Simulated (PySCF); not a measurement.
**Sulfur: a sound run and one with changed settings**

Sound run: S [Ne] 3s2 3p4, S+ [Ne] 3s2 3p3. Calculation: PySCF 2.14, in aug-cc-pV(D+d)Z (5s4p3d, 32 functions); no relativity, point nucleus. In the sound run the correlated levels freeze [Ne]. The sound run starts from symmetry-adapted Hartree-Fock orbitals and uses a fine grid where one is needed.

Changed run: scalar relativity by spin-free X2C-1e. This setting is unsound on purpose.

```
species   method  sound run (hartree)  changed run (hartree)  converged
      S      UHF           -397.49897             -398.45948        yes
      S      LDA           -396.71968             -397.67879        yes
      S   r2SCAN           -398.07923             -399.03904        yes
      S      MP2           -397.59088             -398.55140        yes
      S  CCSD(T)           -397.61455             -398.57501        yes
     S+      UHF           -397.15977             -398.12086        yes
     S+      LDA           -396.33177             -397.29147        yes
     S+   r2SCAN           -397.69830             -398.65873        yes
     S+      MP2           -397.23163             -398.19268        yes
     S+  CCSD(T)           -397.25328             -398.21425        yes
```

Ionisation energy of S:

```
 method  sound run (eV)  changed run (eV)
    UHF           9.230             9.214
    LDA          10.556            10.540
 r2SCAN          10.366            10.349
    MP2           9.776             9.761
SCS-MP2           9.805             9.791
   CCSD           9.806             9.792
CCSD(T)           9.830             9.817
```

Most of the change in total energy is the relativistic energy itself. On top of that the contraction fixes the core shape for the Hamiltonian it was made with, so the changed run is not a good calculation with the other Hamiltonian either.

For comparison, NIST gives 10.360 eV between the lowest levels.
